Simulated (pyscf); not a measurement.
methane (CH₄) + H₃C–AlH–F -> H₃C–Al(CH₃)–F + hydrogen (H₂) (four-centre exchange; singlet surface; C–H, Al–H broken, Al–C, H–H formed). Structures and frequencies: ωB97X-D3(BJ)/def2-SVP in PySCF. Energies in eV from the separated reactants.

| level | barrier | reaction energy |
|---|---|---|
| ωB97X-D3(BJ)/def2-TZVP | [?] | [?] |
| PBE/def2-TZVP | [?] | +0.22 |
| r²SCAN/def2-TZVP | 1.25 | +0.19 |
| PBE0-D3(BJ)/def2-TZVP | 1.31 | +0.22 |
| ωB97M-D3(BJ)/def2-TZVP | 1.52 | +0.23 |
| HF/def2-TZVP | 2.28 | +0.48 |

**Question.** Some entries are withheld; supply them.

**Answer.** 
- ωB97X-D3(BJ)/def2-TZVP, barrier: 1.46
- ωB97X-D3(BJ)/def2-TZVP, reaction energy: +0.20
- PBE/def2-TZVP, barrier: 1.26

The functionals in the table span 0.27 eV in this barrier, from r²SCAN to ωB97M-D3(BJ)/def2-TZVP. On the reactant side the descent ends in a complex, 0.18 eV under the separated species and 1.64 eV under the saddle at ωB97X-D3(BJ)/def2-TZVP. At the saddle there is also a short Al–H contact that neither side keeps. This is the saddle that the search found; another between the same sides may lie lower.
